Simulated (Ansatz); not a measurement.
# Basis or method: atomization of BOGe

BOGe, doublet; coordinates (Å): B 0.000 0.000 -1.464; O 0.000 0.000 -0.181; Ge 0.000 0.000 1.645. Quantity: atomization.

Ansatz 0.2.0, basis cc-pVDZ or cc-pVTZ; geometries are PBE0/def2-TZVP minima. Wave-function levels freeze the cores with the filled d shells of p-block atoms; HF, MP2 and coupled cluster are restricted for singlets and unrestricted otherwise, atoms included, restricted open-shell where a d shell is frozen, Kohn–Sham unrestricted where that lies lower. The reference is CCSDT(Q) (coupled cluster only where its series has nearly closed). Semilocal and hybrid functionals correlate all electrons outside any core potential and usually lie nearer their basis limit than the reference, so part of their error here is the reference's basis and frozen-core error; RPA and the MP2 part of double hybrids freeze the same cores as the reference. None of these values is a measured one. Energies are electronic, without zero-point terms. No spin–orbit coupling and no scalar relativity. The species are chosen: bound, without strong static correlation by their natural occupations or amplitudes, in their lowest spin state as far as vertical gaps and like structures tell, and with a ladder that closes on the reference, so errors are smaller than for species at large; levels whose determinant breaks symmetry or spin markedly are left out.

```csv
level,cc-pVDZ (kJ/mol),cc-pVTZ (kJ/mol)
reference,918.5 (CCSDT(Q)),996.4 (CCSDT(Q))
CCSD,895.1,967.2
CCSD(T),916.3,996.0
PBE,1056.3,1079.2
r2SCAN,1016.2,1044.8
PBE0,998.2,1027.7
wB97M-V,1030.5,1054.0
RPA-PBE,851.8,926.1
```

From cc-pVDZ to cc-pVTZ the reference moves by 77.9 kJ/mol and PBE by 22.9; the step from CCSD(T) to the reference is 2.2 in the first and 0.3 in the last.
